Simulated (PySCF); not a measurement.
Computed with PBE-D3(BJ)/def2-TZVP // BP86-D3(BJ)/def2-SVP in PySCF. Gas-phase values, no solvent. 

Reference species (SMILES): `[OH]` (neutral, multiplicity 2).

- dipole moment = 1.73 D

Changed species: `C[N]C` (free radical N(CH3)2; the reference has free radical OH).

Task: Predict the effect on the dipole moment.

Result: the dipole moment is nearly the same.
